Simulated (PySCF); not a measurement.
Two species compared at the same levels of theory.

First species: C5H10S.
Z-matrix (Å and degrees, GFN2-xTB geometry), rows numbered from 1:
```
C 
C   1  1.3193
C   2  1.4957  1  124.78
C   3  1.5328  2  111.61  1   120.66
C   4  1.5196  3  111.17  2   -64.73
S   5  1.8266  4  112.16  3  -177.07
H   1  1.0767  2  122.12  3  -179.91
H   1  1.0779  2  121.74  3     0.48
H   2  1.0830  1  120.14  3   179.56
H   3  1.0936  2  108.97  1  -119.84
H   3  1.0914  2  110.03  1    -1.39
H   4  1.0936  3  109.37  2    56.27
H   4  1.0920  3  109.64  2   174.46
H   5  1.0900  4  111.04  3   -60.38
H   5  1.0902  4  111.52  3    61.28
H   6  1.3317  5   96.24  4   -60.98
```

Second species: Cyclopentanethiol, C5H10S.
Bonds: S1–C2, C2–C3, C3–C4, C4–C5, C5–C6, C2–C6. Hydrogens: H7 on S1; H8 on C2; H9, H10 on C3; H11, H12 on C4; H13, H14 on C5; H15, H16 on C6.

Levels: PBE0/def2-SVPD for HOMO energy, LUMO energy, HOMO–LUMO gap and static isotropic polarisability; TDDFT PBE0/def2-SVPD for lowest singlet excitation; TDA PBE0/def2-SVPD for lowest triplet excitation (Tamm–Dancoff). Geometries: GFN2-xTB. Each structure is a single optimised conformer of the isolated species, non-relativistic unless stated; the electronic structure was computed with PySCF and density fitting.

The conformers computed, where there is a choice (atom-mapped SMILES and torsion angles):
- `[CH2:1]=[CH:2][CH2:3][CH2:4][CH2:5][SH:6]`: C1–C2–C3–C4 121°, C2–C3–C4–C5 -65°, C3–C4–C5–S6 -177°, H–S6–C5–C4 -61°

The conformers of `SC1CCCC1` aren't listed.

```tsv
property	column X	column Y
HOMO energy	-6.69 eV	-6.71 eV
LUMO energy	0.33 eV	0.08 eV
HOMO–LUMO gap	7.02 eV	6.79 eV
lowest singlet excitation	5.54 eV	5.47 eV
lowest triplet excitation (Tamm–Dancoff)	5.10 eV	4.44 eV
static isotropic polarisability	77.1 au	83.4 au
```

(1) Which column belongs to which species?

(2) How does each property change from the first species to the second?

## Answers

(1) Column X is the second species and column Y the first. The first has 16 atoms and 56 electrons, the second 16 and 56.

(2) HOMO energy +0.02 eV; LUMO energy +0.25 eV; HOMO–LUMO gap +0.23 eV; lowest singlet excitation +0.07 eV; lowest triplet excitation (Tamm–Dancoff) +0.66 eV; static isotropic polarisability -6.3 au.

On the first: The principal polarisabilities are 70.6, 78.3 and 101.4 au; their mean is the isotropic value. The polarisability is 12.36 Å³ as a volume (1 au = 0.148185 Å³), or 1.49 au for each of the 56 electrons.

On the second: No computed singlet falls in the visible range (750 to 380 nm, 1.65 to 3.26 eV); S1 lies 2.28 eV above its blue end. In wavenumbers S1 is 44700 cm⁻¹ (1 eV = 8065.54 cm⁻¹).
